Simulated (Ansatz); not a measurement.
Fluorite SrCl₂ was calculated with RPBE (Ansatz, a first-principles code, PAW).

Settings: plane-wave cutoff 520 eV, 8×8×8 k mesh, Fermi–Dirac smearing 0.01 eV, scalar-relativistic PAW data made under PBE.

Pressure at four volumes; x = ln(V/30.890 Å³). One pressure is withheld.

```tsv
V (Å³/atom)	x	P (GPa)
29.036	-0.0619	1.986
30.890	0.0000	-0.016
32.125	0.0392	-1.029
32.743	0.0583	?
```

Q: Pass a parabola P(x) through the three rows shown, estimate the bulk modulus and its pressure derivative near zero pressure, and predict the withheld pressure.

A: Slopes between the rows: (-0.016 − (1.986))/(0.0000 − (-0.0619)) = -32.34 and (-1.029 − (-0.016))/(0.0392 − (0.0000)) = -25.84 GPa. Their difference over the span 0.1011 is c = 6.50/0.1011 = 64.3 GPa, so P(x) = 1.986 + (-32.34)(x − (-0.0619)) + 64.3 (x − (-0.0619))(x − (0.0000)). At the middle row B = −dP/dx = −[-32.34 + 64.3 × 0.0619] = 28.4 GPa, and B′ = dB/dP = 2c/B = 4.5. At x = 0.0583 the parabola gives -1.451 GPa; the run gives -1.459 GPa. The Birch–Murnaghan fit to the energies at all volumes has B0 = 28.3 GPa and B′ = 4.4.

Measured, for comparison: bulk modulus 34.3 GPa (temperature not stated, not corrected to a static lattice, from elastic constants; as tabulated in Kanchana et al., Calculated structural, elastic and electronic properties of …). Computed (rounded) less measured: bulk modulus -17 % (against room or unstated temperature, where such soft solids are markedly softer).
